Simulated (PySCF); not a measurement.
Propane, C3H8, SMILES CCC, B3LYP/def2-SVP optimised geometry.

```
11

C      0.28     0.38     0.00
C     -0.28    -0.37     1.21
C      0.16     0.22     2.55
H     -0.05    -0.07    -0.95
H     -0.05     1.43     0.00
H      1.38     0.38     0.00
H      0.03    -1.43     1.16
H     -1.38    -0.39     1.16
H     -0.25    -0.35     3.40
H      1.26     0.21     2.65
H     -0.17     1.26     2.65
```

Density from B3LYP/def2-TZVP (PySCF) at that geometry.

Minimum of the electron density along straight lines between bonded atoms, close to the bond critical point (lines longer than 1.1 times the sum of covalent radii, or with two minima, are not listed):

| bond | length / Å | ρ at the minimum / e bohr⁻³ | ∇²ρ there / e bohr⁻⁵ | position (fraction from the first atom) |
|---|---|---|---|---|
| C1–C2 | 1.530 | 0.245 | -0.61 | 0.50 |
| C2–C3 | 1.530 | 0.245 | -0.61 | 0.50 |
| C1–H4 | 1.102 | 0.272 | -0.91 | 0.64 |
| C1–H5 | 1.103 | 0.271 | -0.91 | 0.64 |
| C1–H6 | 1.103 | 0.271 | -0.91 | 0.64 |
| C2–H7 | 1.105 | 0.273 | -0.92 | 0.64 |
| C2–H8 | 1.105 | 0.273 | -0.92 | 0.64 |
| C3–H9 | 1.102 | 0.272 | -0.91 | 0.64 |
| C3–H10 | 1.103 | 0.271 | -0.91 | 0.64 |
| C3–H11 | 1.103 | 0.271 | -0.91 | 0.64 |
